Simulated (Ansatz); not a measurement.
**BH₅OSi (SMILES BO[SiH3]): single points off equilibrium**

One table from this session's results is given with a row withheld; the runs are named, their logs left out.

Method: single points in def2-TZVPP; program: Ansatz 0.2.0, Gaussian basis.

Cores are frozen in the correlated methods.

**Where the work starts**

SMILES `BO[SiH3]`, 8 atoms, charge 0, spin multiplicity 1.

Atoms are counted from 1 here; the program's logs count them from 0.

Bond lengths: B1–O2 1.362 Å, B1–H4 1.150 Å, B1–H5 1.210 Å, O2–Si3 1.519 Å, Si3–H6 1.628 Å, Si3–H7 1.394 Å, Si3–H8 1.520 Å. Angles: O2–B1–H4 134.3°, O2–B1–H5 114.5°, H4–B1–H5 105.7°, B1–O2–Si3 156.4°, O2–Si3–H6 106.7°, O2–Si3–H7 116.2°, O2–Si3–H8 98.6°, H6–Si3–H7 99.8°, H6–Si3–H8 114.6°, H7–Si3–H8 120.8°.

Geometry (Å):

```xyz
8
charge 0, multiplicity 1
B    -0.40540    0.91530   -1.14810
O    -0.04440   -0.09420   -0.30780
Si    0.46230   -0.71840    0.98050
H    -1.41210    1.32590   -1.52380
H     0.39040    1.14250   -2.03030
H    -0.52500   -0.20560    2.16880
H     1.68040   -0.23920    1.46030
H     0.29460   -2.18220    0.60560
```

Set-up of the first run:

Input file run/in.yaml:

```yaml
crystal:
  periodic: [false, false, false]
  atoms:
    - {symbol: B, position_ang: [-0.405400, 0.915300, -1.148100]}
    - {symbol: O, position_ang: [-0.044400, -0.094200, -0.307800]}
    - {symbol: Si, position_ang: [0.462300, -0.718400, 0.980500]}
    - {symbol: H, position_ang: [-1.412100, 1.325900, -1.523800]}
    - {symbol: H, position_ang: [0.390400, 1.142500, -2.030300]}
    - {symbol: H, position_ang: [-0.525000, -0.205600, 2.168800]}
    - {symbol: H, position_ang: [1.680400, -0.239200, 1.460300]}
    - {symbol: H, position_ang: [0.294600, -2.182200, 0.605600]}
basis:
  gaussian: {orbitals: def2-TZVPP}
correlation: {method: ccsd_t}
output: {forces: true}
```

The command line of these runs was not kept.

Among the steps run: CCSD(T)/def2-TZVPP; PBE0-D4/def2-TZVPP; wB97M-V/def2-TZVPP; r2SCAN-D4/def2-TZVPP; PBE-D4/def2-TZVPP; SPW92/def2-TZVPP; r2SCAN0-D4/def2-TZVPP.

One of the session's tables, all rows but one given; the rest of the session is left out.

```
    method  RMS force component (eV/Å)  angle to CCSD(T) forces (°)  dipole (D)
   CCSD(T)                       1.979                    reference        0.49
   PBE0-D4                       1.954                          3.8        0.48
   wB97M-V                           ?                            ?           ?
 r2SCAN-D4                       1.942                          2.5        0.47
    PBE-D4                       1.986                          4.3        0.48
     SPW92                       1.937                          7.5        0.49
r2SCAN0-D4                       1.930                          4.4        0.49
```

Q: Estimate the row for wB97M-V from the others.

The run gave: RMS force component (eV/Å): 1.970; angle to CCSD(T) forces (°): 1.6; dipole (D): 0.50. In the column «RMS force component (eV/Å)» it lies between PBE0-D4 (1.954) and CCSD(T) (1.979).
